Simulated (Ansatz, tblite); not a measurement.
Removing and adding an electron: Si₂Cl (the lowest doublet isomer of a short search). The state is a doublet with charge 0. Geometry: r2SCAN-D4/def2-TZVP. Ansatz, gas phase; energy differences of separate SCF runs; the oxidised species is a triplet (the singlet lies 0.99 eV higher at PBE0-D4/def2-TZVP); the reduced species is a singlet (the triplet lies 1.43 eV higher at PBE0-D4/def2-TZVPD).

```xyz
3

Si   -0.0273   -0.0152    0.0071
Si    1.7809    1.0223   -0.4609
Cl   -1.7537   -1.0071    0.4538
```

The xTB rows come from tblite. Correlated methods freeze 15 core orbitals. In CCSD on the charge 0 doublet the largest single amplitude is 0.22, so its Hartree–Fock determinant may place the open shell otherwise than the density functionals do. The structure comes from a short search, and lower isomers may exist.

| level | −HOMO (eV) | vertical IE (eV) | −LUMO (eV) | vertical EA (eV) | HOMO–LUMO gap (eV) | IE − EA (eV) | remarks |
| --- | --- | --- | --- | --- | --- | --- | --- |
| GFN1-xTB | – | 11.32 | – | 6.85 | – | 4.46 | – |
| r2SCAN-D4/def2-TZVPD | 5.19 | – | 4.43 | 2.16 | 0.75 | – | HOMO above zero (-1 singlet), restricted SCF unstable in HF (-1 singlet) |
| PBE0-D4/def2-TZVPD | 5.84 | – | 3.84 | 2.14 | 2.00 | – | restricted SCF unstable in HF (-1 singlet) |
| CCSD/def2-TZVPD | – | – | – | 2.15 | – | – | large T1 (0.021) (-1 singlet), large T1 (0.064) (doublet), restricted SCF unstable (-1 singlet), spin-contaminated (⟨S²⟩ 1.16) (doublet) |
| CCSD(T)/def2-TZVPD | – | – | – | 2.31 | – | – | large T1 (0.021) (-1 singlet), large T1 (0.064) (doublet), restricted SCF unstable (-1 singlet), spin-contaminated (⟨S²⟩ 1.16) (doublet) |

(1) Estimate the rows for GFN2-xTB, PBE-D4/def2-TZVP, PBE-D4/def2-TZVPD, r2SCAN-D4/def2-TZVP, PBE0-D4/def2-TZVP.

Results:

(1) 
```csv
level,−HOMO (eV),vertical IE (eV),−LUMO (eV),vertical EA (eV),HOMO–LUMO gap (eV),IE − EA (eV),remarks
GFN2-xTB,–,10.28,–,3.78,–,6.50,–
PBE-D4/def2-TZVP,4.97,7.76,4.69,–,0.28,–,–
PBE-D4/def2-TZVPD,4.99,–,4.71,2.18,0.28,–,"HOMO above zero (-1 singlet), restricted SCF unstable in HF (-1 singlet)"
r2SCAN-D4/def2-TZVP,5.18,7.79,4.43,–,0.75,–,–
PBE0-D4/def2-TZVP,5.83,7.74,3.83,–,2.00,–,–
```

Run but left out: HF/def2-TZVPD, MP2/def2-TZVPD (doublet: ⟨S²⟩ 1.16, where a pure state has 0.75).   A HOMO above zero means that the electron is unbound at that level or that self-interaction error raises the level; the energy of removing that electron tells which. HOMO and LUMO are the levels of the spin that leaves or enters (xTB has no such levels and no spin-polarisation term). Other spin states of the ions may lie lower, which would lower the ionisation energy or raise the affinity. Raw xTB energy differences between charge states are shifted by several eV; the methods need an empirical correction for them.
